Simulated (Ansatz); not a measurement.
# OSi: the cost of one run

Method: Hartree-Fock, Gaussian basis aug-cc-pV(T+d)Z, and further levels as typed in the inputs, in Ansatz 0.2.0.

**1. The structure to begin with**

Bond lengths: Si1–O2 1.510 Å.

Structure file:

```xyz
2

Si    0.0000    0.0000   -0.7550
O     0.0000    0.0000    0.7550
```

**2. Relaxing the atoms: OSi**

input.yaml

```yaml
relax:
  f_tol: 0.001
  max_steps: 200
crystal:
  periodic: [false, false, false]
  atoms:
    - { symbol: Si, position_ang: [0.0, 0.0, -0.755] }
    - { symbol: O, position_ang: [0.0, 0.0, 0.755] }
basis:
  gaussian: { orbitals: "aug-cc-pV(T+d)Z.json" }
hamiltonian:
  xc: hf
```

Command:

```
ansatz run input.yaml --threads 4 --pin off --max-ram 6144MiB --backend cpu --events-out ev --progress --plain --runs-dir out
```

**Question.** How long does this run take on 4 threads of Arm Neoverse V1, shared host, and how much memory does it need?

About 1.5 s, with a peak of 0.15 GiB.
